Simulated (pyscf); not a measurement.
# Routes from H₃Si–NH–SiH₃ + H₂

Candidate steps break at most two bonds and form at most two. Each was searched with GFN2-xTB (tblite) first. Optimised with ωB97X-D3(BJ)/def2-SVP in PySCF. Energies: ωB97M-D3(BJ)/def2-TZVP, kcal/mol, from the separated reactants, singlet surface; ΔG‡ with ideal gas, 1 atm, RRHO with modes under 100 cm⁻¹ raised to 100, one conformer, R ln 2 for chiral ones without a mode under 150 cm⁻¹.

```csv
products,type,ΔE‡,ΔE,ΔG‡ 298 K,ΔG‡ 900 K,ν‡ (cm⁻¹)
H₂N–SiH₃ + SiH₄,four-centre exchange,50.5,+7.5,59.9,79.1,1396i
H₃Si–NH–SiH₃ + H₂,four-centre exchange,56.1,0.0,66.4,86.5,1481i
```

Plain bond fissions and candidates not yet searched are not listed, and one of them may be faster. Each barrier is that of the saddle found; lower ones may exist.
